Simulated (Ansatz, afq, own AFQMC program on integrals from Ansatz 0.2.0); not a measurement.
AFQMC on a folder of integrals that Ansatz 0.2.0 wrote.

```yaml
crystal:
  periodic: [false, false, false]
  atoms:
    - {symbol: Ge, position_ang: [0.000000, 0.000000, 0.000000]}
    - {symbol: Al, position_ang: [0.000000, 0.000000, 2.981000]}
basis:
  gaussian: {orbitals: cc-pVDZ}
magnetization: {spin_polarized: true, initial_magnetization: 3}
correlation: {method: ccsd_t, electrons: outside_noble_gas, hamiltonian_folder: ham}
```

```sh
$ ansatz run in.yaml --threads 1 --pin off --events-out ev --progress --plain --max-ram 16896MiB --backend cuda --devices 0, --max-vram 18GiB
```

afq runs on the folder ham with

```
--method phaseless --trial hf --walkers 4000 --populations 20 --least-time 40 --time-step 0.005 --steps-per-block 20 --equilibration-blocks 112 --max-blocks 4000 --target-error 0.0008 --factor-cut 1e-05 --start spin_pure --seed 3321 --taylor-order 6
```

Times are imaginary, in 1/Eh. The walk had a cap of 49 s. With eight or more populations the least sampling time is a fifth of least-time, and the error comes from their spread. Filled inner d shells are frozen with the cores.

```
orbitals 26  electrons 5 2  factors 177 of 511
reference energy -2317.20963574 Eh
CCSD correlation -0.11752585 Eh in 14 cycles, weight of the determinant in the CISD state 0.8505
energy of the start -2317.209914 Eh
 block  time / (1/Eh)  mean weight  energy / Eh
     1     0.100  1.0002  -2317.221262
     2     0.200  1.0003  -2317.231556
     3     0.300  1.0005  -2317.241038
     4     0.400  1.0005  -2317.249274
     5     0.500  1.0005  -2317.256375
     8     0.800  1.0004  -2317.274775
    13     1.300  1.0002  -2317.294892
    25     2.500  0.9999  -2317.317206
    37     3.700  1.0001  -2317.325814
    49     4.900  1.0000  -2317.325643
    61     6.100  1.0001  -2317.329371
    73     7.300  1.0000  -2317.331219
    85     8.500  1.0000  -2317.327888
    97     9.700  0.9999  -2317.331993
   105    10.500  1.0002  -2317.332802
   109    10.900  1.0003  -2317.332479
   121    12.100  1.0002  -2317.332479
   133    13.300  0.9999  -2317.328936
   145    14.500  1.0000  -2317.327392
   157    15.700  0.9998  -2317.328417
   169    16.900  1.0000  -2317.330496
   181    18.100  1.0001  -2317.328936
   189    18.900  0.9999  -2317.330230
error from the spread of 20 populations
energy -2317.329887 +/- 0.000663 Eh
(rows thinned)
```

**Question.** Estimate how long the walk took on 1 × NVIDIA H100 80GB HBM3 with 2 threads of AMD EPYC 7R13 Processor (Zen 3), with other jobs on the host (the card was shared).

**Answer.** 12 s of wall time.

The run passed its tests (sampling time, drift between the halves within three errors, error under three times the target), which doesn't prove that it has relaxed.

Against this walk (error 18.0 meV) on the same determinant: CCSD(T) 56.0 meV lower, CCSDT(Q) 120.0 meV lower, CCSDTQ 118.1 meV lower, full CI 118.2 meV lower, a separate phaseless walk with a CISD trial and standard settings 78.5 ± 18.3 meV lower. The error is statistical and leaves out the bias of the constraint. Full CI is exact here, so the walk's 118 meV above it is the walk's own error: the bias of the constraint with this trial.

Cautions: constraint bias not in the error; no relativity below Rb; no spin-orbit coupling; inner d shell frozen; lower spins were not checked; raised T1 diagnostic (T1 0.047, weight of the determinant 0.85, largest double 0.07).

CCSDT and higher add their correlation energy to the determinant of the CCSD(T) run, since their own runs factorise the integrals more tightly (a shift of under 2 meV). A walk keeps the symmetry of its determinant, which the program's search chose and which needn't be the lowest solution, so a lower state of the same spin and another symmetry isn't excluded.
